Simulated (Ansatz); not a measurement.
# SiBH5 (SMILES B[SiH3]): single points off equilibrium

A test off equilibrium: a structure displaced at random from a GFN2-xTB minimum is computed at several levels, and each is set against CCSD(T).

The runs use Ansatz 0.2.0, Gaussian basis; single points in def2-TZVPP.

Cores are frozen in the correlated methods.

### 1 Starting geometry

SMILES `B[SiH3]`, 7 atoms, charge 0, spin multiplicity 1.

Atoms are counted from 1 here; the program's logs count them from 0.

Bond lengths: B1–Si2 2.092 Å, B1–H3 0.975 Å, B1–H4 1.231 Å, Si2–H5 1.440 Å, Si2–H6 1.573 Å, Si2–H7 1.409 Å. Angles: Si2–B1–H3 124.3°, Si2–B1–H4 111.4°, H3–B1–H4 123.7°, B1–Si2–H5 106.1°, B1–Si2–H6 108.7°, B1–Si2–H7 121.6°, H5–Si2–H6 107.5°, H5–Si2–H7 108.5°, H6–Si2–H7 103.8°.

Coordinates:

```
B    -0.2126   -1.2984    0.1549
Si    0.0915    0.7430   -0.1888
H    -1.0869   -1.7096    0.2890
H     0.8534   -1.8866    0.3377
H    -0.6310    1.0581   -1.3943
H    -0.5702    1.5552    0.9850
H     1.3859    1.2908   -0.2872
```

### 2 CCSD(T)/def2-TZVPP

run/in.yaml reads:

```yaml
crystal:
  periodic: [false, false, false]
  atoms:
    - {symbol: B, position_ang: [-0.212600, -1.298400, 0.154900]}
    - {symbol: Si, position_ang: [0.091500, 0.743000, -0.188800]}
    - {symbol: H, position_ang: [-1.086900, -1.709600, 0.289000]}
    - {symbol: H, position_ang: [0.853400, -1.886600, 0.337700]}
    - {symbol: H, position_ang: [-0.631000, 1.058100, -1.394300]}
    - {symbol: H, position_ang: [-0.570200, 1.555200, 0.985000]}
    - {symbol: H, position_ang: [1.385900, 1.290800, -0.287200]}
basis:
  gaussian: {orbitals: def2-TZVPP}
correlation: {method: ccsd_t}
output: {forces: true}
```

Launch:

```sh
$ ansatz run in.yaml --threads 4 --pin off --events-out ev --progress --plain --max-ram 5222MiB
```

What it wrote, shortened:

```text
Functional definition: HF
  name "HF"
  cite "Fock, Z. Phys. 61, 126 (1930) doi:10.1007/BF01340294"
  parent pbe
[...]
801 factors; integrals over basis functions are off by at most 1.2e-3 eV
[...]
mean field -8611.34033793 eV, -316.4609204427 hartree, gradient 2.3e-6 eV, S^2 0.000000; 0 other end points of the search recorded, 0 dependent functions left out
6 core orbitals not correlated: weight in the atoms' cores, before any rotation towards them, 1.000 or more for the frozen orbitals, at most 0.000 for the correlated occupied ones
reference -8611.34033793 eV, -316.4609204427 hartree; 6, 6 occupied and 131, 131 virtual orbitals, 801 factors
second order -6.36289615 eV of doubles, -0.00000000 eV of singles
cycle   1  -7.22323702 eV  change   -8.6e-1 eV  update   6.6e-2
[...]
cycle  10  -7.53598349 eV  change    1.8e-6 eV  update   3.7e-6
perturbative correction -0.21002857 eV, -0.0077184075 hartree
[...]
Total energy: -8619.08634998 eV, -316.7455811352 hartree
Atom 0 at    -0.212600    -1.298400     0.154900 Å, force     9.738886     4.730256    -0.705220 eV/Å
Atom 1 at     0.091500     0.743000    -0.188800 Å, force    -2.153447    -0.640900     1.714230 eV/Å
Atom 2 at    -1.086900    -1.709600     0.289000 Å, force    -8.217533    -3.937877     1.028430 eV/Å
Atom 3 at     0.853400    -1.886600     0.337700 Å, force    -0.884194    -0.068365    -0.213739 eV/Å
Atom 4 at    -0.631000     1.058100    -1.394300 Å, force    -0.431096     0.374021    -0.779041 eV/Å
Atom 5 at    -0.570200     1.555200     0.985000 Å, force     0.401511    -0.688944    -0.891518 eV/Å
Atom 6 at     1.385900     1.290800    -0.287200 Å, force     1.545874     0.231809    -0.153141 eV/Å
Dipole moment:     0.000016    -0.155732    -0.029890 e Å
```

Run time: 10 s. Hardware: 4 threads of AMD EPYC 9R45, shared host; peak memory 1.5 GiB.

### 3 PBE0-D4/def2-TZVPP

Changes to run/in.yaml since step 2:

```diff
@@ -12,3 +12,3 @@
   gaussian: {orbitals: def2-TZVPP}
-correlation: {method: ccsd_t}
-output: {forces: true}
+hamiltonian: {xc: pbe0, dispersion: d4}
+output: {forces: true, orbitals: {seedname: orbitals}}
```

Launch:

```sh
$ ansatz run in.yaml --threads 4 --pin off --events-out ev --progress --plain --max-ram 5222MiB
```

What it wrote, shortened:

```text
Functional definition: PBE0
  name "PBE0"
  cite "Adamo & Barone, J. Chem. Phys. 110, 6158 (1999) doi:10.1063/1.478522"
  cite "Perdew, Burke & Ernzerhof, Phys. Rev. Lett. 77, 3865 (1996) doi:10.1103/PhysRevLett.77.3865"
[... 1 set-up line as earlier in the session ...]
[...]
755 factors; their error is unknown
[...]
mean field -8628.74223338 eV, -317.1004283051 hartree, gradient 6.3e-5 eV, S^2 0.000000; 0 other end points of the search recorded, 0 dependent functions left out
[...]
reference -8628.74226596 eV, -317.1004295023 hartree; 12, 12 occupied and 131, 131 virtual orbitals, 755 factors
Total energy: -8628.81385306 eV, -317.1030602797 hartree
Atom 0 at    -0.212600    -1.298400     0.154900 Å, force     9.717515     4.797322    -0.728120 eV/Å
Atom 1 at     0.091500     0.743000    -0.188800 Å, force    -2.113364    -0.861897     1.757756 eV/Å
Atom 2 at    -1.086900    -1.709600     0.289000 Å, force    -8.240888    -3.920918     1.030921 eV/Å
Atom 3 at     0.853400    -1.886600     0.337700 Å, force    -0.854189    -0.039670    -0.217129 eV/Å
Atom 4 at    -0.631000     1.058100    -1.394300 Å, force    -0.485591     0.390385    -0.846826 eV/Å
Atom 5 at    -0.570200     1.555200     0.985000 Å, force     0.360728    -0.648751    -0.838153 eV/Å
Atom 6 at     1.385900     1.290800    -0.287200 Å, force     1.615789     0.283528    -0.158449 eV/Å
Dipole moment:    -0.000969    -0.145067    -0.028360 e Å
```

Wall time 0.5 s (4 threads of AMD EPYC 9R45, shared host); peak memory 0.28 GiB.

### 4 wB97M-V/def2-TZVPP

Changes to run/in.yaml since step 3:

```diff
@@ -12,3 +12,3 @@
   gaussian: {orbitals: def2-TZVPP}
-hamiltonian: {xc: pbe0, dispersion: d4}
-output: {forces: true, orbitals: {seedname: orbitals}}
+hamiltonian: {xc: {name: wB97M-V}}
+output: {forces: true}
```

Launch:

```sh
$ ansatz run in.yaml --threads 4 --pin off --events-out ev --progress --plain --max-ram 5222MiB
```

What it wrote, shortened:

```text
Functional definition: wB97M-V
  name "wB97M-V"
  cite "Mardirossian & Head-Gordon, J. Chem. Phys. 144, 214110 (2016) doi:10.1063/1.4952647"
  cite "Becke, J. Chem. Phys. 107, 8554 (1997) doi:10.1063/1.475007"
  cite "Vydrov & Van Voorhis, J. Chem. Phys. 133, 244103 (2010) doi:10.1063/1.3521275"
  # Of w^i u^j: cxij and so on, Table III.
[...]
  gx(w, u) = 1 - cx + cx01*u + cx10*w
  gss(w, u) = css00 + css04*u^4 + css10*w + css20*w^2 + css43*w^4*u^3
  gos(w, u) = cos00 + cos10*w + (cos20 + cos21*u)*w^2 + (cos60 + cos61*u)*w^6
[...]
      + integral(e_c_pw_mod_opposite_spin*gos(b97_w_opposite, b97_u_opposite)) + vv10(b, c)
755 factors; their error is unknown
203 factors; integrals over basis functions are off by at most 1.6e-5 eV
[...]
mean field -8631.82489536 eV, -317.2137140433 hartree, gradient 5.7e-5 eV, S^2 0.000000; 0 other end points of the search recorded, 0 dependent functions left out
[...]
reference -8631.82494835 eV, -317.2137159909 hartree; 12, 12 occupied and 131, 131 virtual orbitals, 755 factors
Total energy: -8631.82494835 eV, -317.2137159909 hartree
Atom 0 at    -0.212600    -1.298400     0.154900 Å, force     9.603415     4.694163    -0.692366 eV/Å
Atom 1 at     0.091500     0.743000    -0.188800 Å, force    -2.116911    -0.718325     1.722387 eV/Å
Atom 2 at    -1.086900    -1.709600     0.289000 Å, force    -8.009184    -3.822120     1.000870 eV/Å
Atom 3 at     0.853400    -1.886600     0.337700 Å, force    -0.965660     0.022402    -0.233951 eV/Å
Atom 4 at    -0.631000     1.058100    -1.394300 Å, force    -0.394581     0.345722    -0.705237 eV/Å
Atom 5 at    -0.570200     1.555200     0.985000 Å, force     0.428107    -0.731166    -0.946374 eV/Å
Atom 6 at     1.385900     1.290800    -0.287200 Å, force     1.454814     0.209325    -0.145329 eV/Å
Dipole moment:    -0.000154    -0.155499    -0.033095 e Å
```

Run time: 1.4 s. Hardware: 4 threads of AMD EPYC 9R45, shared host; peak memory 0.29 GiB.

### 5 r2SCAN-D4/def2-TZVPP

Changes to run/in.yaml since step 4:

```diff
@@ -12,3 +12,3 @@
   gaussian: {orbitals: def2-TZVPP}
-hamiltonian: {xc: {name: wB97M-V}}
+hamiltonian: {xc: r2scan, dispersion: d4}
 output: {forces: true}
```

Launch:

```sh
$ ansatz run in.yaml --threads 4 --pin off --events-out ev --progress --plain --max-ram 5222MiB
```

What it wrote, shortened:

```text
Functional definition: r2SCAN
  name "r2SCAN"
  cite "Furness, Kaplan, Ning, Perdew & Sun, J. Phys. Chem. Lett. 11, 8208 (2020) doi:10.1021/acs.jpclett.0c02405"
  cite "Furness, Kaplan, Ning, Perdew & Sun, J. Phys. Chem. Lett. 11, 9248 (2020) doi:10.1021/acs.jpclett.0c03077"
  parent r2scan
[...]
752 factors; their error is unknown
[...]
mean field -8631.90090312 eV, -317.2165072769 hartree, gradient 2.1e-5 eV, S^2 0.000000; 0 other end points of the search recorded, 0 dependent functions left out
[...]
reference -8631.90091673 eV, -317.2165077772 hartree; 12, 12 occupied and 131, 131 virtual orbitals, 752 factors
Total energy: -8631.92079792 eV, -317.2172383973 hartree
Atom 0 at    -0.212600    -1.298400     0.154900 Å, force     9.663703     4.779477    -0.713430 eV/Å
Atom 1 at     0.091500     0.743000    -0.188800 Å, force    -2.071202    -0.874591     1.737720 eV/Å
Atom 2 at    -1.086900    -1.709600     0.289000 Å, force    -8.176032    -3.893882     1.019592 eV/Å
Atom 3 at     0.853400    -1.886600     0.337700 Å, force    -0.870029    -0.032815    -0.220555 eV/Å
Atom 4 at    -0.631000     1.058100    -1.394300 Å, force    -0.478432     0.392740    -0.818184 eV/Å
Atom 5 at    -0.570200     1.555200     0.985000 Å, force     0.354187    -0.648176    -0.846873 eV/Å
Atom 6 at     1.385900     1.290800    -0.287200 Å, force     1.577805     0.277245    -0.158270 eV/Å
Dipole moment:    -0.004080    -0.139577    -0.028949 e Å
```

It took 0.7 s on 4 threads of AMD EPYC 9R45, shared host; peak memory 0.28 GiB.

### 6 PBE-D4/def2-TZVPP

Changes to run/in.yaml since step 5:

```diff
@@ -12,3 +12,3 @@
   gaussian: {orbitals: def2-TZVPP}
-hamiltonian: {xc: r2scan, dispersion: d4}
+hamiltonian: {xc: pbe, dispersion: d4}
 output: {forces: true}
```

Launch:

```sh
$ ansatz run in.yaml --threads 4 --pin off --events-out ev --progress --plain --max-ram 5222MiB
```

What it wrote, shortened:

```text
Functional definition: PBE
  name "PBE"
[... 2 set-up lines as earlier in the session ...]
[...]
752 factors; their error is unknown
[...]
mean field -8627.54912857 eV, -317.0565825123 hartree, gradient 2.3e-5 eV, S^2 0.000000; 0 other end points of the search recorded, 0 dependent functions left out
[...]
reference -8627.54917222 eV, -317.0565841162 hartree; 12, 12 occupied and 131, 131 virtual orbitals, 752 factors
Total energy: -8627.63508563 eV, -317.0597413759 hartree
Atom 0 at    -0.212600    -1.298400     0.154900 Å, force     9.584290     4.806824    -0.762665 eV/Å
Atom 1 at     0.091500     0.743000    -0.188800 Å, force    -2.005427    -1.027270     1.749355 eV/Å
Atom 2 at    -1.086900    -1.709600     0.289000 Å, force    -8.295555    -3.935837     1.043472 eV/Å
Atom 3 at     0.853400    -1.886600     0.337700 Å, force    -0.712300    -0.084510    -0.194131 eV/Å
Atom 4 at    -0.631000     1.058100    -1.394300 Å, force    -0.573106     0.422975    -0.958926 eV/Å
Atom 5 at    -0.570200     1.555200     0.985000 Å, force     0.277446    -0.548266    -0.710817 eV/Å
Atom 6 at     1.385900     1.290800    -0.287200 Å, force     1.724653     0.366084    -0.166289 eV/Å
Dipole moment:    -0.004750    -0.126835    -0.026717 e Å
```

Run time: 0.45 s. Hardware: 4 threads of AMD EPYC 9R45, shared host; peak memory 0.28 GiB.

### 7 wB97X-V/def2-TZVPP

Changes to run/in.yaml since step 6:

```diff
@@ -12,3 +12,3 @@
   gaussian: {orbitals: def2-TZVPP}
-hamiltonian: {xc: pbe, dispersion: d4}
+hamiltonian: {xc: {name: wB97X-V}}
 output: {forces: true}
```

Launch:

```sh
$ ansatz run in.yaml --threads 4 --pin off --events-out ev --progress --plain --max-ram 5222MiB
```

What it wrote, shortened:

```text
Functional definition: wB97X-V
  name "wB97X-V"
  cite "Mardirossian & Head-Gordon, Phys. Chem. Chem. Phys. 16, 9904 (2014) doi:10.1039/C3CP54374A"
[... 2 set-up lines as earlier in the session ...]
[...]
      + integral(e_c_pw_opposite_spin*poly(b97_u_opposite, cos0, cos1)) + vv10(b, c)
755 factors; their error is unknown
203 factors; integrals over basis functions are off by at most 1.6e-5 eV
[...]
mean field -8631.91975291 eV, -317.2171999940 hartree, gradient 6.1e-5 eV, S^2 0.000000; 0 other end points of the search recorded, 0 dependent functions left out
[...]
reference -8631.91975074 eV, -317.2171999145 hartree; 12, 12 occupied and 131, 131 virtual orbitals, 755 factors
Total energy: -8631.91975074 eV, -317.2171999145 hartree
Atom 0 at    -0.212600    -1.298400     0.154900 Å, force     9.780099     4.821566    -0.725397 eV/Å
Atom 1 at     0.091500     0.743000    -0.188800 Å, force    -2.189532    -0.724072     1.765024 eV/Å
Atom 2 at    -1.086900    -1.709600     0.289000 Å, force    -8.285317    -3.964162     1.038653 eV/Å
Atom 3 at     0.853400    -1.886600     0.337700 Å, force    -0.851109    -0.080235    -0.212289 eV/Å
Atom 4 at    -0.631000     1.058100    -1.394300 Å, force    -0.454465     0.381980    -0.824318 eV/Å
Atom 5 at    -0.570200     1.555200     0.985000 Å, force     0.396365    -0.688141    -0.883256 eV/Å
Atom 6 at     1.385900     1.290800    -0.287200 Å, force     1.603959     0.253063    -0.158417 eV/Å
Dipole moment:     0.001720    -0.156245    -0.031644 e Å
```

Run time: 1.3 s. Hardware: 4 threads of AMD EPYC 9R45, shared host; peak memory 0.28 GiB.

### 8 SPW92/def2-TZVPP

Changes to run/in.yaml since step 7:

```diff
@@ -12,3 +12,3 @@
   gaussian: {orbitals: def2-TZVPP}
-hamiltonian: {xc: {name: wB97X-V}}
+hamiltonian: {xc: lda}
 output: {forces: true}
```

Launch:

```sh
$ ansatz run in.yaml --threads 4 --pin off --events-out ev --progress --plain --max-ram 5222MiB
```

What it wrote, shortened:

```text
Functional definition: SPW92
  name "SPW92"
  cite "Dirac, Proc. Camb. Phil. Soc. 26, 376 (1930) doi:10.1017/S0305004100016108"
  cite "Slater, Phys. Rev. 81, 385 (1951) doi:10.1103/PhysRev.81.385"
  cite "Perdew & Wang, Phys. Rev. B 45, 13244 (1992) doi:10.1103/PhysRevB.45.13244"
[...]
752 factors; their error is unknown
[...]
mean field -8592.08925439 eV, -315.7534561716 hartree, gradient 1.6e-5 eV, S^2 0.000000; 0 other end points of the search recorded, 0 dependent functions left out
[...]
reference -8592.08929570 eV, -315.7534576898 hartree; 12, 12 occupied and 131, 131 virtual orbitals, 752 factors
Total energy: -8592.08929570 eV, -315.7534576898 hartree
Atom 0 at    -0.212600    -1.298400     0.154900 Å, force     9.661060     5.113864    -0.843544 eV/Å
Atom 1 at     0.091500     0.743000    -0.188800 Å, force    -2.003131    -1.308037     1.798537 eV/Å
Atom 2 at    -1.086900    -1.709600     0.289000 Å, force    -8.398490    -3.958341     1.060944 eV/Å
Atom 3 at     0.853400    -1.886600     0.337700 Å, force    -0.664302    -0.076013    -0.187721 eV/Å
Atom 4 at    -0.631000     1.058100    -1.394300 Å, force    -0.579336     0.413712    -0.939302 eV/Å
Atom 5 at    -0.570200     1.555200     0.985000 Å, force     0.274824    -0.555747    -0.725635 eV/Å
Atom 6 at     1.385900     1.290800    -0.287200 Å, force     1.709374     0.370562    -0.163280 eV/Å
Dipole moment:    -0.003038    -0.112636    -0.023122 e Å
```

Wall time 0.35 s (4 threads of AMD EPYC 9R45, shared host); peak memory 0.28 GiB.

### 9 Comparison

```csv
method,RMS force component (eV/Å),RMS error against CCSD(T) (eV/Å),angle to CCSD(T) forces (°),dipole (D)
CCSD(T),3.203,reference,reference,0.76
PBE0-D4,3.211,0.062,1.1,0.71
wB97M-V,3.147,0.076,0.9,0.76
r2SCAN-D4,3.189,0.065,1.1,0.68
PBE-D4,3.200,0.141,2.5,0.62
wB97X-V,3.231,0.041,0.5,0.77
SPW92,3.254,0.206,3.5,0.55
```

Energy less the free neutral atoms in their ground states at the same level (atoms from separate runs):

Differences are taken before rounding.

```csv
method,rung,energy less atoms (eV),from CCSD(T) (eV)
SPW92,LDA,-21.947,-2.329
PBE-D4,GGA,-19.829,-0.211
r2SCAN-D4,meta-GGA,-20.125,-0.508
PBE0-D4,hybrid,-19.868,-0.250
wB97X-V,range-separated hybrid,-20.232,-0.614
wB97M-V,range-separated hybrid,-20.165,-0.547
Hartree-Fock,wavefunction,-15.747,+3.870
MP2,wavefunction,-19.401,+0.216
CCSD,wavefunction,-19.511,+0.107
CCSD(T),wavefunction,-19.617,0
```

Cost and force error (times from a shared host):

```csv
method,time,RMS force error (eV/Å)
CCSD(T),10 s,0
PBE0-D4,0.5 s,0.062
wB97M-V,1.4 s,0.076
r2SCAN-D4,0.7 s,0.065
PBE-D4,0.45 s,0.141
wB97X-V,1.3 s,0.041
SPW92,0.35 s,0.206
```

### 10 Results

```
                                  quantity                                                                                         value
energy less free atoms, CCSD(T)/def2-TZVPP                                                                                    -19.617 eV
                       RMS force component                                                          3.147 to 3.254 eV/Å over the methods
                           RMS force error  PBE0-D4 0.062, wB97M-V 0.076, r2SCAN-D4 0.065, PBE-D4 0.141, wB97X-V 0.041, SPW92 0.206 eV/Å
                    HOMO and LUMO, PBE0-D4                                                                            -8.04 and -2.44 eV
                             T1 diagnostic                                                                                         0.012
```

In words: Against CCSD(T) the functionals' energies less atoms differ by -2.329 to -0.211 eV, PBE-D4 by -0.211 eV. The reference is not at the basis limit: in triple zeta CCSD(T) underbinds, which counts against methods that bind more; the gaps are no ranking. On forces the order runs from wB97X-V to SPW92. Frozen-core CCSD(T) forces in triple zeta carry basis errors of their own, and this is one geometry, so small gaps rank nothing.
